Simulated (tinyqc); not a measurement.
Inside a calculation. Method: RKS/LDA (PW92) in the sto-3g basis, for BH2+, spin multiplicity 1. One step of it, computed by the program tinyqc.

Question. Iteration 2: DIIS coefficients. Solve [B -1; -1 0][c; lambda] = [0; -1] for the coefficients, which sum to one.

B (overlaps of the stored error matrices):
```
,1,2
1,6.6524430e+01,8.9623470e+00
2,8.9623470e+00,1.7265880e+00
```

Give: DIIS coefficients.

Answer.

DIIS coefficients: -0.1438  1.1438
